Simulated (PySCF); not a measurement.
# Core-level binding energies of fluoromethylsilane

Species: fluoromethylsilane, CH5FSi.
Bonds: C1–Si2, Si2–F3. Hydrogens: H4, H5, H6 on C1; H7, H8 on Si2.

Computed, not measured: delta-SCF UKS SCAN, pcX-2 on the ionised atom, pcseg-1 elsewhere, spin-free X2C in PySCF. Binding energies are ΔSCF values: E(core-ionised, relaxed orbitals) − E(ground state) at a fixed geometry, referred to the vacuum level.

Q: What binding energy does each computed site have?

A: 
```csv
atom(s),bonded to,level,binding energy (eV),2p1/2 (eV),count
Si2,"F, C and 2 H",Si 2p3/2,107.96,108.59,1
C1,3 H and Si,C 1s,290.69,–,1
F3,Si,F 1s,692.19,–,1
Si2,"F, C and 2 H",Si 1s,1847.88,–,1
```

Q: Which photon energy gives electrons from Si 2p3/2 of Si2 a kinetic energy of 50 eV, and what is their de Broglie wavelength?

A: hν = 107.96 + 50 = 157.96 eV, recoil neglected; λ = 12.264 Å/√(E/eV) = 1.73 Å.

Q: Express the binding energy of Si 2p3/2 of Si2 in atomic units and per mole.

A: 107.96 eV = 3.9675 Eh = 10417 kJ/mol.

2p3/2 and 2p1/2 are the ΔSCF energy of one spin-free 2p hole plus the eigenvalues of a spin–orbit and ligand-field matrix of the shell. 2p1/2 minus 2p3/2 (ligand field included): Si 0.63 eV. Isolated species at its PBE0-D3(BJ)/def2-SVP geometry, gas phase.

On one thread, Intel Xeon 6975P-C (x86_64), shared host with 192 logical CPUs at a one-minute load of 203, this took 8.1 s and 0.34 GiB of memory at its peak.
